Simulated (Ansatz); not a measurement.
A made-up structure of CH$_{2}$LiO (charge +1), closed shell:

```xyz
5
angstrom
Li -1.9950 0.6876 -0.1985
C 0.7350 0.5249 0.3278
O -0.2517 -0.1583 -0.1053
H 0.0177 -1.0593 -0.3430
H 1.6686 0.0242 0.3622
```

It is relaxed with PBE-D4/def2-SVP and then PBE0-D4/def2-TZVP (Ansatz 0.2.0). Atoms count as bonded within 1.22 times the sum of their covalent radii (H–H: 0.88 Å). The end point is not checked to be a true minimum.

(1) Does its bonding change? (Judge from chemistry; the calculation decides.)

Results:

(1) By the calculation: Yes. Formed: Li1–C2; broken: Li1–O3.

Where it ends: The first stage lowers the energy by 1.22 eV in 13 steps. It ends as CH₂LiO ([Li][CH][OH]), total charge +1:
```
atom    x (Å)    y (Å)    z (Å)
 Li1  -1.4920   1.6733   0.2303
  C2   0.0829   0.2967   0.1153
  O3  -0.1631  -0.8759  -0.3233
  H4   0.5977  -1.4881  -0.3615
  H5   1.1491   0.4131   0.3825
```

Labels in which every atom is bracketed show which atoms are joined, not bond orders.

For scale, one of the runs: PBE0-D4/def2-TZVP relaxation, 88 basis functions, launched by `ansatz run in.yaml --threads 2 --pin off --events-out ev --progress --plain --max-ram 4352MiB`. The run took about 7 s on 2 CPU threads of an Arm Neoverse V2 (shared host).
